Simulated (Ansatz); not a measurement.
# AlH4OSi: the cost of one run

All numbers below are computed with Ansatz 0.2.0 (UKS r2SCAN/def2-SVP).

## (1) The structure to begin with

Bond lengths: O1–Al2 1.646 Å, Al2–Si3 2.384 Å, O1–H4 0.947 Å, Al2–H5 1.563 Å, Si3–H6 1.483 Å, Si3–H7 1.484 Å. Angles: O1–Al2–Si3 121.8°, O1–Al2–H5 110.2°, Si3–Al2–H5 127.9°, Al2–O1–H4 178.2°, Al2–Si3–H6 122.0°, Al2–Si3–H7 121.1°, H6–Si3–H7 100.5°.

Structure file:

```xyz
7

O    -1.7989   -0.4343   -0.8861
Al   -0.2522    0.1140   -0.7552
Si    0.9317    0.0581    1.3138
H    -2.6892   -0.7401   -0.9899
H     0.2600    0.6232   -2.1415
H     1.5071    1.2815    1.9234
H     2.0416   -0.9024    1.5355
```

## (2) Relaxing end A

input.yaml reads:

```yaml
crystal:
  periodic: [false, false, false]
  atoms:
    - { symbol: O, position_ang: [-1.79893, -0.43426, -0.88607] }
    - { symbol: Al, position_ang: [-0.25221, 0.11401, -0.75518] }
    - { symbol: Si, position_ang: [0.9317, 0.05807, 1.3138] }
    - { symbol: H, position_ang: [-2.68924, -0.74014, -0.98989] }
    - { symbol: H, position_ang: [0.26, 0.62322, -2.14152] }
    - { symbol: H, position_ang: [1.50707, 1.28153, 1.92339] }
    - { symbol: H, position_ang: [2.04162, -0.90243, 1.53547] }
magnetization:
  spin_polarized: true
  initial_magnetization: 1
basis:
  gaussian: { orbitals: def2-SVP }
hamiltonian:
  xc: r2scan
relax:
  f_tol: 0.015
  max_steps: 40
output:
  orbitals: {}
```

On the command line:

```console
$ ansatz run input.yaml --threads 2 --pin off --max-ram 3072MiB --backend cpu --events-out ev --progress --plain --runs-dir out
```

Q: Estimate wall time and peak memory on 2 threads of Arm Neoverse V2, shared host.

About 79 s, with a peak of 0.2 GiB.
